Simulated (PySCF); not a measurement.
An unknown is described by computed data only.

Formula: CH2F2.

| Quantity | Value |
| --- | --- |
| Dipole | 1.95 D [PBE0/pcSseg-1] |
| Rotational structure | rotational constants A, B, C: 49.689, 10.815, 9.445 GHz [GFN2-xTB] |
| 1H NMR | chemical shifts (computed TMS as zero) by class: 6.05 (2 H) ppm [GIAO PBE0/pcSseg-1] |
| NMR, other nuclei | isotropic shieldings of nuclei other than C and H, by class: 328 (2 F) ppm [GIAO PBE0/pcSseg-1] |
| 13C NMR | chemical shifts (computed TMS as zero) by class: 113.6 (1 C) ppm [GIAO PBE0/pcSseg-1] |

The electronic properties come from PySCF, for the isolated species, density fitting. Levels stand in brackets. Geometry: GFN2-xTB; no solvent, vibrations or thermal averaging. Each NMR value is the plain mean over a class of atoms that symmetry, rotation or inversion makes alike.

Problem. Give a SMILES that accounts for the data.

Solution. Numbering: `[F:1][CH2:2][F:3]`. Its formula, CH2F2, gives 0 degrees of unsaturation, so no ring and no π bond. The one carbon: CF2 carbon [C2] (113.6 ppm). All hydrogens form one class (6.05 ppm): methylene hydrogen. The other shieldings belong to: 328 ppm, fluorine of a CF2 group [F1/F3]. The optimised geometry has point group C2v and is an asymmetric top. Structure: `FCF` (CH2F2). The assignments are read from this structure; whether some other isomer fits the data as well wasn't checked.
